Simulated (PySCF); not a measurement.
**Telling isomers of C₂H₄F₂ apart by NMR**

- couplings computed with B3LYP/pcJ-1
- GIAO PBE0/pcSseg-1 shieldings
- PBE0-D3(BJ)/def2-SVP structure
- program: PySCF 2.14.0 with density-fitted response routines
- one conformer, isolated molecule, relativity neglected, averaged over atoms made equivalent by symmetry, fast rotation or ring inversion

Shifts are taken against calculated references (same method and geometry level): 1H, 13C vs TMS. Multiplet labels drop J under 1 Hz and among equivalent protons, and merge close values. Unscaled 3J(H,H) run several per cent high. Vicinal couplings that depend on rotamer populations or ring flexing (ring, CH–CH, X–H and H–F types) are those of the one conformer. One-bond C–F couplings are unscaled and too large by tens of Hz. Shifts are as computed. Against solution values, carbons near 30 ppm lie about +2 ppm off and those near 130 ppm about +5 ppm (rms about the fit 1.9 ppm; single classes can miss by 10 ppm). Of 1328 compounds with measured shifts, 309 miss one by over three times the rms of a fit or turn the order of signals round; such compounds aren't used in these exercises. Signals without a measured value on file couldn't be tested in this way; 1H shifts scatter by 0.2 ppm about their fit, and single ones miss by 0.5 ppm. Across acyclic CH2–CH2 and CH–CH2 bonds, 3J(H,H) assumes equally populated rotamers.

(1) Tabulate the signals of `FCCF`, `CC(F)F` and their relative energies.

(2) What is the quickest way to tell FCCF from CC(F)F?

## Answers

(1) 
```tsv
SMILES	carbon types	δC	δH	E rel. (kcal/mol)
FCCF	2×CH2	84.0	4.51 (m, 4H)	14.3
CC(F)F	1×CH 1×CH3	117.4, 22.5	5.84 (tq, 1H), 1.42 (td, 3H)	0.0
```

Energies are electronic energies at PBE0/pcSseg-1 on these geometries, without zero-point or thermal terms, each for the one conformer computed, which needn't be the lowest.

(2) Count the carbon signals: 1 against 2. The first has an sp3 CH2 bonded to F at 84.0 ppm, the second an sp3 CH bonded to 2 F at 117.4 ppm. In the proton spectra the most deshielded non-exchanging signals are 4.51 (m, 4H) and 5.84 (tq, J = 64.1, 5.1 Hz, 1H).
